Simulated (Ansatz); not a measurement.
PF₂, doublet in cc-pVDZ: errors against UCCSDT(Q)

Geometry: a PBE0/def2-TZVP stationary point for this spin, not checked as a minimum.

```yaml
atoms:
  - { symbol: F, position_ang: [0.0000, -0.4633, 1.2022] }
  - { symbol: P, position_ang: [0.0000, 0.5683, 0.0000] }
  - { symbol: F, position_ang: [0.0000, -0.4633, -1.2022] }
```

Basis cc-pVDZ; Ansatz 0.2.0. Only valence electrons are correlated (noble-gas cores frozen), which leaves 19 electrons in 39 orbitals. R marks a restricted (for open shells ROHF) determinant, U an unrestricted one. Active spaces: valence = (15e, 10o, short of the full valence) chosen from the atoms' valence shells.

Full CI isn't at hand for all of this; UCCSDT(Q) serves as the reference, and is uncertain by about the last step of the cluster series. The frozen core follows each run's orbitals, which can shift R against U totals by a few meV.

For open shells CISD is restricted-active-space CI with the open shells as a complete middle space.

```
UHF ⟨S²⟩                          : 0.773
T1 diagnostic (RCCSD)             : 0.0180
largest doubles amplitude (RCCSD) : 0.065
T1 diagnostic (UCCSD)             : 0.0170
```

Problem. From what is known of these methods and the diagnostics, rank them by the size of their error in total energy against UCCSDT(Q) in cc-pVDZ, smallest first (an estimate: the text doesn't fix the numbers).
A. MRCISD (valence space)
B. RCCSDT
C. RMP2
D. RCCSD(T)
E. CISD

Solution. B (3.1 kJ/mol), D (4.7 kJ/mol), C (65.8 kJ/mol), A (114.5 kJ/mol), E (147.5 kJ/mol).

All errors are against UCCSDT(Q) in cc-pVDZ. Within each family the higher level lies nearer, as is usual though not guaranteed.

Natural occupations of CASSCF (valence space) about the gap: 1.996 1.996 1.981 1.980 1.006 0.027 0.022; effectively unpaired electrons, Σ n²(2−n)², 1.01.

Atomization energy (electronic, same basis, no zero-point term; atoms at the same level, unrestricted beside the R rows where the molecule is a closed shell, with restricted open-shell steps beyond CCSDT(Q)) at UCCSDT(Q): 742.4 kJ/mol. Errors of other levels:

```json
{"level": "RHF", "error (kJ/mol)": "-267.7"}
{"level": "UHF", "error (kJ/mol)": "-270.5"}
{"level": "RMP2", "error (kJ/mol)": "46.5"}
{"level": "UMP2", "error (kJ/mol)": "44.3"}
{"level": "CISD", "error (kJ/mol)": "-120.1"}
{"level": "RCCSD", "error (kJ/mol)": "-20.1"}
{"level": "UCCSD", "error (kJ/mol)": "-20.1"}
{"level": "RCCSD(T)", "error (kJ/mol)": "-2.6"}
{"level": "UCCSD(T)", "error (kJ/mol)": "-2.8"}
{"level": "BCCD(T)", "error (kJ/mol)": "-1.9"}
{"level": "RCCSDT", "error (kJ/mol)": "-2.2"}
{"level": "UCCSDT", "error (kJ/mol)": "-2.3"}
{"level": "RCCSDT(Q)", "error (kJ/mol)": "-0.2"}
```

This basis is far from its limit, so the value isn't to be set against a measured one. Truncated CI isn't size-consistent, which counts against it in atomization.
